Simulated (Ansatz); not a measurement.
H2MgS2, SMILES [SH][Mg][SH], a relaxed scan of one distance

With Ansatz 0.2.0, Python API.

`h2mgs2.xyz`
```text
5

S    -2.35060    0.50850   -0.46150
Mg   -0.17810    0.24280    0.47060
S     2.01770   -0.06080    1.40170
H    -1.95550   -0.06270   -1.68150
H     2.51630   -0.70150    0.22920
```

At the Python prompt:
```pycon
>>> import ansatz as az
>>> import numpy as np
>>> molecule = az.Crystal.molecule_from_extxyz("h2mgs2.xyz")
>>> model = (
...     molecule.calculation()
...     .basis(gaussian="def2-SVP")
...     .functional("B3LYP")
...     .scf(lower_state_search="standard")
... )
>>> symbols = [site.symbol for site in molecule.cartesian_sites]
>>> pairs = [(0, 1), (0, 3), (1, 2), (2, 4)]
>>> print("held (A)   E (eV)        ", "  ".join(f"{symbols[i]}{i}-{symbols[j]}{j}" for i, j in pairs))
held (A)   E (eV)         S0-Mg1  S0-H3  Mg1-S2  S2-H4
>>> for length in [2.21, 2.4, 2.6, 2.89, 3.25]:
...     data = model.relax(constraints=[az.DistanceConstraint((1, 2), at=length)], force_tolerance=0.02, max_steps=60).run(threads=1, pin="off").report
...     xyz = np.array(data["positions_ang"])
...     print(f"{length:6.2f} {data['free_energy_ev']:14.5f}  ", "  ".join(f"{np.linalg.norm(xyz[i] - xyz[j]):.3f}" for i, j in pairs))
...
DeckWarning: relax.constraints: the input's atoms, or those drawn, lie off the distances that are held; a relaxation that starts there is brought onto them ahead of its first SCF, by positions alone, [...]
  2.21   -27142.96900   2.314  1.356  2.210  1.356
  2.40   -27142.99623   2.313  1.356  2.400  1.356
  2.60   -27142.74983   2.308  1.356  2.600  1.356
  2.89   -27142.14465   2.309  1.357  2.890  1.356
  3.25   -27141.36450   2.310  1.357  3.250  1.357
```

Notes:
- The settings weren't tested for convergence.
- Warnings are shown shortened and without file and line.
- The energies are electronic: no zero-point or thermal terms, and the basis set is short of its limit.
- b3lyp holds the VWN-RPA fit, as in Gaussian; the form of ORCA and Turbomole is b3lyp5.
- It ran for 85 s on 1 thread of Arm Neoverse V1, on a shared host, peak memory 0.2 GiB.
